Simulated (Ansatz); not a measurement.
## Arsenic, grey arsenic (A7): convergence with Gaussian smearing

Computed with Ansatz, PBE, scalar-relativistic PAW, on the relaxed cell (a = 3.807 Å, c = 10.824 Å (c/a = 2.843); spin not included). Errors count from a run at 420 eV on a Γ-centred 16×16×16 mesh with Fermi-Dirac smearing of 0.1 eV, extrapolated to zero width. Fixed here: cutoff 420 eV, mesh 10×10×10. The SCF starts from atomic densities corrected by a trained network.

```tsv
width (eV)	E(σ→0) error (meV/atom)	F error (meV/atom)	P (GPa)	SCF iterations
0.01	-2.4	-2.4	0.00	6
0.03	-2.4	-2.4	-0.01	6
0.1	-2.5	-2.8	0.00	7
0.2	-2.6	-3.6	0.01	7
0.3	-2.5	-4.8	0.01	7
0.6	1.8	-14.6	0.00	7
1.0	16.0	-52.0	0.16	7
```
